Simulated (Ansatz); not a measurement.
1T (CdI2-type) SnSe₂

Calculation: HSE06+SOC (Ansatz, an electronic-structure program, PAW).

Numerical settings: plane-wave cutoff 460 eV, 9×9×4 k mesh (along the axes of the cell as run), Fermi–Dirac smearing 0.01 eV, PAW data made under PBE.

Cell (measured lattice):

```
CELL_PARAMETERS angstrom
      3.81100     0.00000     0.00000
     -1.90550     3.30042     0.00000
      0.00000     0.00000     6.14000
ATOMIC_POSITIONS crystal
  Sn 0.00000 0.00000 0.00000
  Se 0.33333 0.66667 0.25869
  Se 0.66667 0.33333 0.74131
```

| Item | Value |
|---|---|
| band gap | 1.10 eV (indirect) |
| smallest direct gap on the k points sampled | 1.80 eV |

Measured, for comparison: band gap 0.98 eV (temperature not stated, no zero-point or thermal correction, indirect, our sources range from 0.98 to 1.06; as tabulated in Gonzalez and Oleynik (2016), arXiv:1609.04381).

Note: cell and atoms aren't relaxed at this level (largest force component 0.32 eV/Å, pressure 0.4 GPa).

Computed values are for the static lattice.
